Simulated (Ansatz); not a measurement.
**Which is lower?**

Two relaxed structures of B₂NH₄ (charge -1), singlet (PBE0-D4/def2-TZVPD; forces vanish, vibrations not checked).

A:

B1  (-1.073, 0.241, -0.774)
N2  (0.000, 0.000, 0.000)
B3  (1.073, -0.241, 0.774)
H4  (-1.918, -0.620, -1.006)
H5  (-1.271, 1.336, -1.293)
H6  (1.057, -0.057, 1.988)
H7  (2.132, -0.658, 0.311)
(Å)

B:

B1  (-1.186, 0.266, -0.855)
N2  (1.154, -0.259, 0.832)
B3  (0.038, -0.009, 0.027)
H4  (-2.017, -0.596, -1.078)
H5  (-1.371, 1.357, -1.365)
H6  (1.170, -0.117, 1.831)
H7  (2.036, -0.602, 0.480)
(Å)

Ansatz 0.2.0; basis: def2-TZVPPD; cores frozen in the correlated methods. B3LYP uses VWN-RPA correlation.

(1) Which structure is lower at CCSD(T), and by how much? (An estimate is asked for; the value comes from the calculation.)

The T1 diagnostic stays at or below 0.019. The highest PBE0 orbital of the anion lies well above zero, so the extra electron may be unbound in the gas phase.

## Answers

(1) By the calculation: A, by 53.73 kcal/mol (electronic energy, against the other). By their contacts, A is B₂NH₄ ([BH2][N][BH2]), total charge -1 and B is B₂NH₄ ([BH2][B][NH2]), total charge -1.

All methods give the same order:

```tsv
method	E(B) − E(A) (kcal/mol)
PBE-D4	51.72
r2SCAN-D4	53.32
PBE0-D4	51.25
B3LYP-D4	55.45
wB97M-V	53.60
HF	55.96
MP2	55.61
CCSD	53.71
CCSD(T)	53.73
```

Labels in which every atom is bracketed show which atoms are joined, not bond orders.

For scale, one of the runs: CCSD(T)/def2-TZVPPD, 179 basis functions, launched by `ansatz run in.yaml --threads 2 --pin off --events-out ev --progress --plain --max-ram 4352MiB`. Hardware: 2 CPU threads of an Arm Neoverse V2, shared host. Wall time 19 s; peak host memory 1.7 GiB.
